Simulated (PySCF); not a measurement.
Bonds (- single, = double, # triple, : aromatic): C1:C2 1.381 Å, C2:C3 1.394 Å, C3:N4 1.319 Å, N4:N5 1.299 Å, N5:C6 1.319 Å, C6:C1 1.394 Å. C1 carries H7; C2 carries H8; C3 carries H9; C6 carries H10.

No solvent model, fast rotation and ring inversion assumed for equivalent nuclei, one computed conformer, non-relativistic. Geometry from GFN2-xTB; spin–spin couplings from B3LYP/pcJ-1 (spin–dipole term only in couplings to heteroatoms); PBE0/pcSseg-1 with gauge-including orbitals; PySCF 2.14.

Chemical shifts δ = σref − σ; $^{1}$H against TMS, all at this level.

The spectrum was simulated from the full spin Hamiltonian at 500 MHz with 0.8 Hz Lorentzian lines, from shifts rounded to 0.01 ppm and J to 0.1 Hz, couplings under 1 Hz left out.

Question: List the maxima of its $^{1}$H spectrum with integrals.

Answer: 
Maxima in ppm (height), grouped by integral:
2H: 9.651 (2), 9.646 (3), 9.637 (85), 9.631 (100), 9.629 (100), 9.623 (86), 9.614 (3), 9.609 (2)
2H: 7.461 (2), 7.456 (3), 7.447 (86), 7.441 (100), 7.439 (100), 7.433 (85), 7.424 (3), 7.419 (2)

Question: Summarise it as multiplets with assignments.

Answer: $^{1}$H NMR (500 MHz, computed): δ 9.63 (m, 2H, H9/H10), 7.44 (m, 2H, H7/H8). These are first-order names; overlap and second-order distortion can hide them in the list.

Multiplet labels drop couplings under 1 Hz and merge nearly equal ones. Couplings among chemically equivalent protons are left out too, so labels in AA′BB′ or AA′XX′ sets are apparent multiplicities. Unscaled 3J(H,H) at this level run about 10 % above measured values.
